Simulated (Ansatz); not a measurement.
Input file:

```yaml
crystal:
  periodic: [false, false, false]
  atoms:
    - {symbol: As, position_ang: [0.000000, 0.000000, 0.000000]}
    - {symbol: H, position_ang: [0.000000, 0.000000, 1.534800]}
basis:
  gaussian: {orbitals: "6-31G*"}
total_charge: 1
magnetization: {spin_polarized: true, initial_magnetization: 1}
hamiltonian: {xc: hf}
scf: {lower_state_search: full}
output: {orbitals: {seedname: orbitals}}
```

```sh
$ ansatz run in.yaml --threads 1 --pin off --events-out ev --progress --plain --max-ram 2393MiB
```

Output:

```
363 factors; integrals over basis functions are off by at most 6.5e-4 eV
mean field evaluation 1: about -60793.5019 eV, gradient 6.6e0 eV
mean field evaluation 2: about -60793.5160 eV, gradient 6.6e0 eV
mean field evaluation 4: about -60793.7793 eV, gradient 9.8e-1 eV
mean field evaluation 8: about -60793.7864 eV, gradient 6.0e-4 eV
mean field evaluation 16: about -60793.6858 eV, gradient 8.7e-1 eV
mean field evaluation 32: about -60792.7835 eV, gradient 4.8e0 eV
mean field evaluation 64: about -60793.7855 eV, gradient 2.1e-1 eV
mean field -60793.78643439 eV, -2234.1304439554 hartree, gradient 2.6e-5 eV, S^2 0.760221; 3 other end points of the search recorded, 0 dependent functions left out
reference -60793.78643439 eV, -2234.1304439554 hartree; 17, 16 occupied and 20, 21 virtual orbitals, 363 factors
Total energy: -60793.78643439 eV, -2234.1304439554 hartree
```

Ran on 1 thread of Arm Neoverse N1, shared host: 0.93 s wall, 0.07 GiB peak host memory.
